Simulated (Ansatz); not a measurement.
# AlH₂O (quartet): PBE, r2SCAN, PBE0, B3LYP, wB97M-V, B2PLYP over vertical spin and charge gaps, cc-pVTZ, part 2 of 2

Ansatz 0.2.0, Gaussian basis; cc-pVTZ, all electrons in the functionals, frozen cores in the correlation of double hybrids and RPA.

## (19) B3LYP, charge 0, sextet

The input, in.yaml:

```yaml
crystal:
  periodic: [false, false, false]
  atoms:
    - {symbol: Al, position_ang: [0.000000, 0.000000, 0.653528]}
    - {symbol: O, position_ang: [0.000000, 0.000000, -1.093006]}
    - {symbol: H, position_ang: [0.000000, -1.622098, -0.072304]}
    - {symbol: H, position_ang: [0.000000, 1.622098, -0.072304]}
basis:
  gaussian: {orbitals: cc-pVTZ}
magnetization: {spin_polarized: true, initial_magnetization: 5}
hamiltonian: {xc: {name: B3LYP}}
```

Launch:

```sh
$ ansatz run in.yaml --threads 2 --pin off --events-out ev --progress --plain --max-ram 15360MiB --backend cuda --devices 0, --max-vram 18GiB
```

Log, cut to the lines that bear on the results:

```text
Functional definition: B3LYP
  name "B3LYP"
  cite "Stephens, Devlin, Chabalowski & Frisch, J. Phys. Chem. 98, 11623 (1994) doi:10.1021/j100096a001"
  cite "Becke, Phys. Rev. A 38, 3098 (1988) doi:10.1103/PhysRevA.38.3098"
  cite "Lee, Yang & Parr, Phys. Rev. B 37, 785 (1988) doi:10.1103/PhysRevB.37.785"
  cite "Vosko, Wilk & Nusair, Can. J. Phys. 58, 1200 (1980) doi:10.1139/p80-159"
[...]
572 factors; their error is unknown
[...]
mean field -8667.78101939 eV, -318.5350772297 hartree, gradient 5.3e-5 eV, S^2 8.760142; 1 other end points of the search recorded, 0 dependent functions left out
reference -8667.78122682 eV, -318.5350848523 hartree; 14, 9 occupied and 78, 83 virtual orbitals, 572 factors
Total energy: -8667.78122682 eV, -318.5350848523 hartree
```

Wall time 2.8 s (1 × H100 (card shared with other runs) with 2 threads of AMD EPYC 7R13, shared host); peak host memory 0.79 GiB.

From the report: ⟨S²⟩ of the determinant 8.760 (pure sextet: 8.75).

From charge 0, quartet: +4.694 eV.

## (20) B3LYP, charge 1, triplet

Changes to in.yaml since step 19:

```diff
@@ -9,3 +9,4 @@
   gaussian: {orbitals: cc-pVTZ}
-magnetization: {spin_polarized: true, initial_magnetization: 5}
+total_charge: 1
+magnetization: {spin_polarized: true, initial_magnetization: 2}
 hamiltonian: {xc: {name: B3LYP}}
```

Launched as before.

Log, cut to the lines that bear on the results:

```text
Functional definition: B3LYP
  name "B3LYP"
  cite "Stephens, Devlin, Chabalowski & Frisch, J. Phys. Chem. 98, 11623 (1994) doi:10.1021/j100096a001"
  cite "Becke, Phys. Rev. A 38, 3098 (1988) doi:10.1103/PhysRevA.38.3098"
  cite "Lee, Yang & Parr, Phys. Rev. B 37, 785 (1988) doi:10.1103/PhysRevB.37.785"
  cite "Vosko, Wilk & Nusair, Can. J. Phys. 58, 1200 (1980) doi:10.1139/p80-159"
[...]
572 factors; their error is unknown
[...]
mean field -8664.23420811 eV, -318.4047343191 hartree, gradient 1.2e-5 eV, S^2 2.015350; 2 other end points of the search recorded, 0 dependent functions left out
reference -8664.23441881 eV, -318.4047420623 hartree; 12, 10 occupied and 80, 82 virtual orbitals, 572 factors
Total energy: -8664.23441881 eV, -318.4047420623 hartree
```

Wall time 2.1 s (1 × H100 (card shared with other runs) with 2 threads of AMD EPYC 7R13, shared host); peak host memory 0.78 GiB.

From the report: ⟨S²⟩ of the determinant 2.015 (pure triplet: 2.00).

From charge 0, quartet: +8.240 eV.

## (21) B3LYP, charge 1, quintet

Changes to in.yaml since step 20:

```diff
@@ -10,3 +10,3 @@
 total_charge: 1
-magnetization: {spin_polarized: true, initial_magnetization: 2}
+magnetization: {spin_polarized: true, initial_magnetization: 4}
 hamiltonian: {xc: {name: B3LYP}}
```

Launched as before.

Log, cut to the lines that bear on the results:

```text
Functional definition: B3LYP
  name "B3LYP"
  cite "Stephens, Devlin, Chabalowski & Frisch, J. Phys. Chem. 98, 11623 (1994) doi:10.1021/j100096a001"
  cite "Becke, Phys. Rev. A 38, 3098 (1988) doi:10.1103/PhysRevA.38.3098"
  cite "Lee, Yang & Parr, Phys. Rev. B 37, 785 (1988) doi:10.1103/PhysRevB.37.785"
  cite "Vosko, Wilk & Nusair, Can. J. Phys. 58, 1200 (1980) doi:10.1139/p80-159"
[...]
572 factors; their error is unknown
[...]
mean field -8661.59763594 eV, -318.3078420792 hartree, gradient 5.4e-5 eV, S^2 6.012283; 1 other end points of the search recorded, 0 dependent functions left out
reference -8661.59784224 eV, -318.3078496606 hartree; 13, 9 occupied and 79, 83 virtual orbitals, 572 factors
Total energy: -8661.59784224 eV, -318.3078496606 hartree
```

Run time: 1.4 s. Hardware: 1 × H100 (card shared with other runs) with 2 threads of AMD EPYC 7R13, shared host; peak host memory 0.79 GiB.

From the report: ⟨S²⟩ of the determinant 6.012 (pure quintet: 6.00).

From charge 0, quartet: +10.877 eV.

## (22) wB97M-V, charge 0, quartet

Changes to in.yaml since step 21:

```diff
@@ -9,4 +9,4 @@
   gaussian: {orbitals: cc-pVTZ}
-total_charge: 1
-magnetization: {spin_polarized: true, initial_magnetization: 4}
-hamiltonian: {xc: {name: B3LYP}}
+magnetization: {spin_polarized: true, initial_magnetization: 3}
+hamiltonian: {xc: {name: wB97M-V}}
+output: {orbitals: {seedname: orbitals}}
```

Same command.

Log, cut to the lines that bear on the results:

```text
Functional definition: wB97M-V
  name "wB97M-V"
  cite "Mardirossian & Head-Gordon, J. Chem. Phys. 144, 214110 (2016) doi:10.1063/1.4952647"
  cite "Becke, J. Chem. Phys. 107, 8554 (1997) doi:10.1063/1.475007"
  cite "Vydrov & Van Voorhis, J. Chem. Phys. 133, 244103 (2010) doi:10.1063/1.3521275"
  # Of w^i u^j: cxij and so on, Table III.
[...]
  gx(w, u) = 1 - cx + cx01*u + cx10*w
[...]
      + integral(e_c_pw_mod_opposite_spin*gos(b97_w_opposite, b97_u_opposite)) + vv10(b, c)
560 factors; their error is unknown
132 factors; integrals over basis functions are off by at most 5.6e-5 eV
[...]
mean field -8670.21650181 eV, -318.6245795576 hartree, gradient 2.7e-5 eV, S^2 3.768939; 1 other end points of the search recorded, 0 dependent functions left out
reference -8670.21654229 eV, -318.6245810452 hartree; 13, 10 occupied and 79, 82 virtual orbitals, 560 factors
Total energy: -8670.21654229 eV, -318.6245810452 hartree
```

Run time: 2.9 s. Hardware: 1 × H100 (card shared with other runs) with 2 threads of AMD EPYC 7R13, shared host; peak host memory 0.86 GiB.

From the report: ⟨S²⟩ of the determinant 3.769 (pure quartet: 3.75).

## (23) wB97M-V, charge 0, doublet

Changes to in.yaml since step 22:

```diff
@@ -9,3 +9,3 @@
   gaussian: {orbitals: cc-pVTZ}
-magnetization: {spin_polarized: true, initial_magnetization: 3}
+magnetization: {spin_polarized: true, initial_magnetization: 1}
 hamiltonian: {xc: {name: wB97M-V}}
```

Launched as before.

Log, cut to the lines that bear on the results:

```text
Functional definition: wB97M-V
  name "wB97M-V"
  cite "Mardirossian & Head-Gordon, J. Chem. Phys. 144, 214110 (2016) doi:10.1063/1.4952647"
  cite "Becke, J. Chem. Phys. 107, 8554 (1997) doi:10.1063/1.475007"
  cite "Vydrov & Van Voorhis, J. Chem. Phys. 133, 244103 (2010) doi:10.1063/1.3521275"
  # Of w^i u^j: cxij and so on, Table III.
[...]
  gx(w, u) = 1 - cx + cx01*u + cx10*w
[...]
      + integral(e_c_pw_mod_opposite_spin*gos(b97_w_opposite, b97_u_opposite)) + vv10(b, c)
560 factors; their error is unknown
132 factors; integrals over basis functions are off by at most 5.6e-5 eV
[...]
mean field -8671.77543939 eV, -318.6818694569 hartree, gradient 5.3e-5 eV, S^2 0.773316; 3 other end points of the search recorded, 0 dependent functions left out
reference -8671.77548123 eV, -318.6818709946 hartree; 12, 11 occupied and 80, 81 virtual orbitals, 560 factors
Total energy: -8671.77548123 eV, -318.6818709946 hartree
```

It took 2.5 s on 1 × H100 (card shared with other runs) with 2 threads of AMD EPYC 7R13, shared host; peak host memory 0.84 GiB.

From the report: ⟨S²⟩ of the determinant 0.773 (pure doublet: 0.75).

From charge 0, quartet: -1.559 eV.

## (24) wB97M-V, charge 0, sextet

Changes to in.yaml since step 23:

```diff
@@ -9,3 +9,3 @@
   gaussian: {orbitals: cc-pVTZ}
-magnetization: {spin_polarized: true, initial_magnetization: 1}
+magnetization: {spin_polarized: true, initial_magnetization: 5}
 hamiltonian: {xc: {name: wB97M-V}}
```

The command is unchanged.

Log, cut to the lines that bear on the results:

```text
Functional definition: wB97M-V
  name "wB97M-V"
  cite "Mardirossian & Head-Gordon, J. Chem. Phys. 144, 214110 (2016) doi:10.1063/1.4952647"
  cite "Becke, J. Chem. Phys. 107, 8554 (1997) doi:10.1063/1.475007"
  cite "Vydrov & Van Voorhis, J. Chem. Phys. 133, 244103 (2010) doi:10.1063/1.3521275"
  # Of w^i u^j: cxij and so on, Table III.
[...]
  gx(w, u) = 1 - cx + cx01*u + cx10*w
[...]
      + integral(e_c_pw_mod_opposite_spin*gos(b97_w_opposite, b97_u_opposite)) + vv10(b, c)
560 factors; their error is unknown
132 factors; integrals over basis functions are off by at most 5.6e-5 eV
[...]
mean field -8665.44519800 eV, -318.4492373769 hartree, gradient 2.1e-5 eV, S^2 8.759978; 1 other end points of the search recorded, 0 dependent functions left out
reference -8665.44523582 eV, -318.4492387666 hartree; 14, 9 occupied and 78, 83 virtual orbitals, 560 factors
Total energy: -8665.44523582 eV, -318.4492387666 hartree
```

Wall time 3.2 s (1 × H100 (card shared with other runs) with 2 threads of AMD EPYC 7R13, shared host); peak host memory 0.85 GiB.

From the report: ⟨S²⟩ of the determinant 8.760 (pure sextet: 8.75).

From charge 0, quartet: +4.771 eV.

## (25) wB97M-V, charge 1, triplet

Changes to in.yaml since step 24:

```diff
@@ -9,3 +9,4 @@
   gaussian: {orbitals: cc-pVTZ}
-magnetization: {spin_polarized: true, initial_magnetization: 5}
+total_charge: 1
+magnetization: {spin_polarized: true, initial_magnetization: 2}
 hamiltonian: {xc: {name: wB97M-V}}
```

Same command.

Log, cut to the lines that bear on the results:

```text
Functional definition: wB97M-V
  name "wB97M-V"
  cite "Mardirossian & Head-Gordon, J. Chem. Phys. 144, 214110 (2016) doi:10.1063/1.4952647"
  cite "Becke, J. Chem. Phys. 107, 8554 (1997) doi:10.1063/1.475007"
  cite "Vydrov & Van Voorhis, J. Chem. Phys. 133, 244103 (2010) doi:10.1063/1.3521275"
  # Of w^i u^j: cxij and so on, Table III.
[...]
  gx(w, u) = 1 - cx + cx01*u + cx10*w
[...]
      + integral(e_c_pw_mod_opposite_spin*gos(b97_w_opposite, b97_u_opposite)) + vv10(b, c)
560 factors; their error is unknown
132 factors; integrals over basis functions are off by at most 5.6e-5 eV
[...]
mean field -8662.20402586 eV, -318.3301264977 hartree, gradient 1.4e-5 eV, S^2 2.016317; 2 other end points of the search recorded, 0 dependent functions left out
reference -8662.20407017 eV, -318.3301281261 hartree; 12, 10 occupied and 80, 82 virtual orbitals, 560 factors
Total energy: -8662.20407017 eV, -318.3301281261 hartree
```

Run time: 3.1 s. Hardware: 1 × H100 (card shared with other runs) with 2 threads of AMD EPYC 7R13, shared host; peak host memory 0.85 GiB.

From the report: ⟨S²⟩ of the determinant 2.016 (pure triplet: 2.00).

From charge 0, quartet: +8.012 eV.

## (26) wB97M-V, charge 1, quintet

Changes to in.yaml since step 25:

```diff
@@ -10,3 +10,3 @@
 total_charge: 1
-magnetization: {spin_polarized: true, initial_magnetization: 2}
+magnetization: {spin_polarized: true, initial_magnetization: 4}
 hamiltonian: {xc: {name: wB97M-V}}
```

Launched as before.

Log, cut to the lines that bear on the results:

```text
Functional definition: wB97M-V
  name "wB97M-V"
  cite "Mardirossian & Head-Gordon, J. Chem. Phys. 144, 214110 (2016) doi:10.1063/1.4952647"
  cite "Becke, J. Chem. Phys. 107, 8554 (1997) doi:10.1063/1.475007"
  cite "Vydrov & Van Voorhis, J. Chem. Phys. 133, 244103 (2010) doi:10.1063/1.3521275"
  # Of w^i u^j: cxij and so on, Table III.
[...]
  gx(w, u) = 1 - cx + cx01*u + cx10*w
[...]
      + integral(e_c_pw_mod_opposite_spin*gos(b97_w_opposite, b97_u_opposite)) + vv10(b, c)
560 factors; their error is unknown
132 factors; integrals over basis functions are off by at most 5.6e-5 eV
[...]
mean field -8659.46872489 eV, -318.2296060410 hartree, gradient 6.0e-6 eV, S^2 6.013038; 1 other end points of the search recorded, 0 dependent functions left out
reference -8659.46876511 eV, -318.2296075189 hartree; 13, 9 occupied and 79, 83 virtual orbitals, 560 factors
Total energy: -8659.46876511 eV, -318.2296075189 hartree
```

Wall time 2.7 s (1 × H100 (card shared with other runs) with 2 threads of AMD EPYC 7R13, shared host); peak host memory 0.85 GiB.

From the report: ⟨S²⟩ of the determinant 6.013 (pure quintet: 6.00).

From charge 0, quartet: +10.748 eV.

## (27) B2PLYP, charge 0, quartet

Changes to in.yaml since step 26:

```diff
@@ -9,5 +9,4 @@
   gaussian: {orbitals: cc-pVTZ}
-total_charge: 1
-magnetization: {spin_polarized: true, initial_magnetization: 4}
-hamiltonian: {xc: {name: wB97M-V}}
-output: {orbitals: {seedname: orbitals}}
+magnetization: {spin_polarized: true, initial_magnetization: 3}
+hamiltonian: {xc: {name: B2PLYP}}
+correlation: {electrons: outside_noble_gas}
```

The command is unchanged.

Log, cut to the lines that bear on the results:

```text
Functional definition: B2PLYP
  name "B2PLYP"
  cite "Grimme, J. Chem. Phys. 124, 034108 (2006) doi:10.1063/1.2148954"
  cite "Becke, Phys. Rev. A 38, 3098 (1988) doi:10.1103/PhysRevA.38.3098"
  cite "Lee, Yang & Parr, Phys. Rev. B 37, 785 (1988) doi:10.1103/PhysRevB.37.785"
[...]
545 factors; integrals over basis functions are off by at most 1.3e-3 eV
[...]
mean field -8664.45869246 eV, -318.4129839667 hartree, gradient 6.7e-7 eV, S^2 3.790942; 4 other end points of the search recorded, 0 dependent functions left out
6 core orbitals not correlated: weight in the atoms' cores, before any rotation towards them, 1.000 or more for the frozen orbitals, at most 0.000 for the correlated occupied ones
reference -8664.45882334 eV, -318.4129887766 hartree; 7, 4 occupied and 79, 82 virtual orbitals, 545 factors
second order -9.74881965 eV of doubles, -0.00000000 eV of singles
Total energy: -8667.09100464 eV, -318.5097196554 hartree
```

Run time: 2.2 s. Hardware: 1 × H100 (card shared with other runs) with 2 threads of AMD EPYC 7R13, shared host; peak host memory 0.77 GiB.

From the report: ⟨S²⟩ of the determinant 3.791 (pure quartet: 3.75).

## (28) B2PLYP, charge 0, doublet

Changes to in.yaml since step 27:

```diff
@@ -9,3 +9,3 @@
   gaussian: {orbitals: cc-pVTZ}
-magnetization: {spin_polarized: true, initial_magnetization: 3}
+magnetization: {spin_polarized: true, initial_magnetization: 1}
 hamiltonian: {xc: {name: B2PLYP}}
```

Same command.

Log, cut to the lines that bear on the results:

```text
Functional definition: B2PLYP
  name "B2PLYP"
  cite "Grimme, J. Chem. Phys. 124, 034108 (2006) doi:10.1063/1.2148954"
  cite "Becke, Phys. Rev. A 38, 3098 (1988) doi:10.1103/PhysRevA.38.3098"
  cite "Lee, Yang & Parr, Phys. Rev. B 37, 785 (1988) doi:10.1103/PhysRevB.37.785"
[...]
545 factors; integrals over basis functions are off by at most 1.3e-3 eV
[...]
mean field -8665.64205704 eV, -318.4564718130 hartree, gradient 2.9e-6 eV, S^2 0.833527; 6 other end points of the search recorded, 0 dependent functions left out
6 core orbitals not correlated: weight in the atoms' cores, before any rotation towards them, 1.000 or more for the frozen orbitals, at most 0.000 for the correlated occupied ones
reference -8665.64218814 eV, -318.4564766309 hartree; 6, 5 occupied and 80, 81 virtual orbitals, 545 factors
second order -10.41400145 eV of doubles, -0.00000000 eV of singles
Total energy: -8668.45396853 eV, -318.5598076543 hartree
```

It took 3 s on 1 × H100 (card shared with other runs) with 2 threads of AMD EPYC 7R13, shared host; peak host memory 0.78 GiB.

From the report: ⟨S²⟩ of the determinant 0.834 (pure doublet: 0.75).

From charge 0, quartet: -1.363 eV.

## (29) B2PLYP, charge 0, sextet

Changes to in.yaml since step 28:

```diff
@@ -9,3 +9,3 @@
   gaussian: {orbitals: cc-pVTZ}
-magnetization: {spin_polarized: true, initial_magnetization: 1}
+magnetization: {spin_polarized: true, initial_magnetization: 5}
 hamiltonian: {xc: {name: B2PLYP}}
```

Launched as before.

Log, cut to the lines that bear on the results:

```text
Functional definition: B2PLYP
  name "B2PLYP"
  cite "Grimme, J. Chem. Phys. 124, 034108 (2006) doi:10.1063/1.2148954"
  cite "Becke, Phys. Rev. A 38, 3098 (1988) doi:10.1103/PhysRevA.38.3098"
  cite "Lee, Yang & Parr, Phys. Rev. B 37, 785 (1988) doi:10.1103/PhysRevB.37.785"
[...]
545 factors; integrals over basis functions are off by at most 1.3e-3 eV
[...]
mean field -8660.39636096 eV, -318.2636960378 hartree, gradient 7.4e-6 eV, S^2 8.768952; 2 other end points of the search recorded, 0 dependent functions left out
6 core orbitals not correlated: weight in the atoms' cores, before any rotation towards them, 1.000 or more for the frozen orbitals, at most 0.000 for the correlated occupied ones
reference -8660.39649177 eV, -318.2637008449 hartree; 8, 3 occupied and 78, 83 virtual orbitals, 545 factors
second order -7.81640077 eV of doubles, -0.00000000 eV of singles
Total energy: -8662.50691998 eV, -318.3412576510 hartree
```

It took 1.9 s on 1 × H100 (card shared with other runs) with 2 threads of AMD EPYC 7R13, shared host; peak host memory 0.77 GiB.

From the report: ⟨S²⟩ of the determinant 8.769 (pure sextet: 8.75).

From charge 0, quartet: +4.584 eV.

## (30) B2PLYP, charge 1, triplet

Changes to in.yaml since step 29:

```diff
@@ -9,3 +9,4 @@
   gaussian: {orbitals: cc-pVTZ}
-magnetization: {spin_polarized: true, initial_magnetization: 5}
+total_charge: 1
+magnetization: {spin_polarized: true, initial_magnetization: 2}
 hamiltonian: {xc: {name: B2PLYP}}
```

Launched as before.

Log, cut to the lines that bear on the results:

```text
Functional definition: B2PLYP
  name "B2PLYP"
  cite "Grimme, J. Chem. Phys. 124, 034108 (2006) doi:10.1063/1.2148954"
  cite "Becke, Phys. Rev. A 38, 3098 (1988) doi:10.1103/PhysRevA.38.3098"
  cite "Lee, Yang & Parr, Phys. Rev. B 37, 785 (1988) doi:10.1103/PhysRevB.37.785"
[...]
545 factors; integrals over basis functions are off by at most 1.3e-3 eV
[...]
mean field -8656.43159824 eV, -318.1179936953 hartree, gradient 5.9e-6 eV, S^2 2.030791; 4 other end points of the search recorded, 0 dependent functions left out
6 core orbitals not correlated: weight in the atoms' cores, before any rotation towards them, 1.000 or more for the frozen orbitals, at most 0.000 for the correlated occupied ones
reference -8656.43173074 eV, -318.1179985644 hartree; 6, 4 occupied and 80, 82 virtual orbitals, 545 factors
second order -9.10317813 eV of doubles, -0.00000000 eV of singles
Total energy: -8658.88958883 eV, -318.2083231834 hartree
```

Wall time 2 s (1 × H100 (card shared with other runs) with 2 threads of AMD EPYC 7R13, shared host); peak host memory 0.77 GiB.

From the report: ⟨S²⟩ of the determinant 2.031 (pure triplet: 2.00).

From charge 0, quartet: +8.201 eV.

## (31) B2PLYP, charge 1, quintet

Changes to in.yaml since step 30:

```diff
@@ -10,3 +10,3 @@
 total_charge: 1
-magnetization: {spin_polarized: true, initial_magnetization: 2}
+magnetization: {spin_polarized: true, initial_magnetization: 4}
 hamiltonian: {xc: {name: B2PLYP}}
```

Same command.

Log, cut to the lines that bear on the results:

```text
Functional definition: B2PLYP
  name "B2PLYP"
  cite "Grimme, J. Chem. Phys. 124, 034108 (2006) doi:10.1063/1.2148954"
  cite "Becke, Phys. Rev. A 38, 3098 (1988) doi:10.1103/PhysRevA.38.3098"
  cite "Lee, Yang & Parr, Phys. Rev. B 37, 785 (1988) doi:10.1103/PhysRevB.37.785"
[...]
545 factors; integrals over basis functions are off by at most 1.3e-3 eV
[...]
mean field -8654.35300988 eV, -318.0416069820 hartree, gradient 7.6e-6 eV, S^2 6.023780; 3 other end points of the search recorded, 0 dependent functions left out
6 core orbitals not correlated: weight in the atoms' cores, before any rotation towards them, 1.000 or more for the frozen orbitals, at most 0.000 for the correlated occupied ones
reference -8654.35314028 eV, -318.0416117740 hartree; 7, 3 occupied and 79, 83 virtual orbitals, 545 factors
second order -7.59065168 eV of doubles, -0.00000000 eV of singles
Total energy: -8656.40261623 eV, -318.1169286261 hartree
```

Run time: 2 s. Hardware: 1 × H100 (card shared with other runs) with 2 threads of AMD EPYC 7R13, shared host; peak host memory 0.77 GiB.

From the report: ⟨S²⟩ of the determinant 6.024 (pure quintet: 6.00).

From charge 0, quartet: +10.688 eV.

## (32) Against the wave-function levels

The yardstick is UCCSDT(Q), where the cluster series has nearly closed. It and the other wave-function rows come from earlier runs at the same points. Energies in eV, counted from charge 0, quartet; blanks weren't run or aren't comparable.

```csv
level,quartet to doublet,quartet to sextet,ionisation to the triplet cation,ionisation to the quintet cation
UCCSDT(Q),-1.552,4.424,,10.717
PBE,-1.329,4.683,8.155,10.960
r2SCAN,-1.164,4.334,8.341,10.699
PBE0,-1.283,4.360,8.219,10.689
B3LYP,-1.349,4.694,8.240,10.877
wB97M-V,-1.559,4.771,8.012,10.748
B2PLYP,-1.363,4.584,8.201,10.688
RHF,-1.270,2.591,,8.702
UHF,-0.895,2.910,,8.957
RMP2,-1.611,3.915,8.253,10.114
UMP2,-1.466,3.948,8.212,10.166
RCCSD,-1.531,4.277,8.065,10.559
RCCSD(T),-1.541,4.375,8.102,10.663
UCCSD(T),-1.548,4.382,8.106,10.672
RCCSDT(Q),-1.541,4.426,8.088,10.719
```

Largest miss and mean time a point (UCCSDT(Q) took 16 s a point; shared hosts):

```csv
level,largest miss (eV),where,time a point
PBE,+0.259,quartet to sextet,2.1 s
r2SCAN,+0.388,quartet to doublet,2.4 s
PBE0,+0.269,quartet to doublet,2.1 s
B3LYP,+0.270,quartet to sextet,2 s
wB97M-V,+0.348,quartet to sextet,2.9 s
B2PLYP,+0.189,quartet to doublet,2.2 s
RHF,-2.015,ionisation to the quintet cation,
UHF,-1.759,ionisation to the quintet cation,
RMP2,-0.602,ionisation to the quintet cation,
UMP2,-0.551,ionisation to the quintet cation,
RCCSD,-0.158,ionisation to the quintet cation,
RCCSD(T),-0.054,ionisation to the quintet cation,8.9 s
UCCSD(T),-0.045,ionisation to the quintet cation,7.8 s
RCCSDT(Q),+0.010,quartet to doublet,18 s
```

## (33) What came out

What follows sums up all 2 parts.

| quantity | value |
| --- | --- |
| quartet to doublet, UCCSDT(Q) | -1.552 eV |
| quartet to sextet, UCCSDT(Q) | 4.424 eV |
| ionisation to the quintet cation, UCCSDT(Q) | 10.717 eV |
| largest miss, PBE | +0.259 eV (quartet to sextet) |
| largest miss, r2SCAN | +0.388 eV (quartet to doublet) |
| largest miss, PBE0 | +0.269 eV (quartet to doublet) |
| largest miss, B3LYP | +0.270 eV (quartet to sextet) |
| largest miss, wB97M-V | +0.348 eV (quartet to sextet) |
| largest miss, B2PLYP | +0.189 eV (quartet to doublet) |
| largest miss, RCCSD(T) | -0.054 eV (ionisation to the quintet cation) |
| largest miss, UCCSD(T) | -0.045 eV (ionisation to the quintet cation) |

What this shows: Misses are known at 3 of 4 points at best, and only functionals with that many are ranked. Of the functionals, B2PLYP keep the smallest largest miss at the points compared (at most 0.189 eV) and r2SCAN strays most (0.388 eV, at quartet to doublet). Functionals and the yardstick converge differently with the basis, so part of each miss in cc-pVTZ is the basis.
